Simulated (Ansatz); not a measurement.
# CH5NSi (SMILES C[Si]N): one structure at several levels

The task here is to estimate one member of a computed series from the others.

Computed with Ansatz 0.2.0, Gaussian basis. Level: single points in def2-TZVPP.

Cores are frozen in the correlated methods.

**Starting geometry**

SMILES `C[Si]N`, 8 atoms, charge 0, spin multiplicity 1.

Atoms are counted from 1 here; the program's logs count them from 0.

Bond lengths: C1–Si2 2.055 Å, C1–H4 1.099 Å, C1–H5 0.938 Å, C1–H6 1.104 Å, Si2–N3 1.627 Å, N3–H7 1.098 Å, N3–H8 1.224 Å. Angles: Si2–C1–H4 119.1°, Si2–C1–H5 101.5°, Si2–C1–H6 98.1°, H4–C1–H5 101.9°, H4–C1–H6 115.2°, H5–C1–H6 121.3°, C1–Si2–N3 99.6°, Si2–N3–H7 126.0°, Si2–N3–H8 132.7°, H7–N3–H8 100.7°.

As a file:

| atom | x (Å) | y (Å) | z (Å) |
| --- | --- | --- | --- |
| C1 | -0.7133 | 0.8673 | -0.6242 |
| Si2 | 1.0986 | 0.5707 | 0.2990 |
| N3 | 0.9708 | -1.0135 | 0.6475 |
| H4 | -1.1318 | 0.0677 | -1.2512 |
| H5 | -0.4938 | 1.5190 | -1.2628 |
| H6 | -1.3055 | 1.1189 | 0.2732 |
| H7 | 1.6913 | -1.6079 | 1.2242 |
| H8 | 0.0623 | -1.8226 | 0.5145 |

Set-up of the first run:

File run/in.yaml:

```yaml
crystal:
  periodic: [false, false, false]
  atoms:
    - {symbol: C, position_ang: [-0.713300, 0.867300, -0.624200]}
    - {symbol: Si, position_ang: [1.098600, 0.570700, 0.299000]}
    - {symbol: N, position_ang: [0.970800, -1.013500, 0.647500]}
    - {symbol: H, position_ang: [-1.131800, 0.067700, -1.251200]}
    - {symbol: H, position_ang: [-0.493800, 1.519000, -1.262800]}
    - {symbol: H, position_ang: [-1.305500, 1.118900, 0.273200]}
    - {symbol: H, position_ang: [1.691300, -1.607900, 1.224200]}
    - {symbol: H, position_ang: [0.062300, -1.822600, 0.514500]}
basis:
  gaussian: {orbitals: def2-TZVPP}
correlation: {method: ccsd_t}
output: {forces: true}
```

The command line of these runs was not kept.

Among the steps run: CCSD(T)/def2-TZVPP; PBE0-D4/def2-TZVPP; wB97M-V/def2-TZVPP; r2SCAN-D4/def2-TZVPP; PBE-D4/def2-TZVPP; CAM-B3LYP-D4/def2-TZVPP; BLYP-D4/def2-TZVPP.

One of the session's tables, all rows but one given; the rest of the session is left out.

```
      method  RMS force component (eV/Å)  angle to CCSD(T) forces (°)  dipole (D)
     CCSD(T)                       3.239                    reference        2.25
     PBE0-D4                       3.209                          1.5        2.26
     wB97M-V                       3.224                          1.1        2.22
   r2SCAN-D4                       3.143                          1.5        2.26
      PBE-D4                       3.133                          3.1        2.17
CAM-B3LYP-D4                       3.190                          1.9        2.25
     BLYP-D4                           ?                            ?           ?
```

Q: Estimate the row for BLYP-D4 from the others.

The run gave: RMS force component (eV/Å): 3.079; angle to CCSD(T) forces (°): 3.0; dipole (D): 2.06. In the column «RMS force component (eV/Å)» it is the lowest.
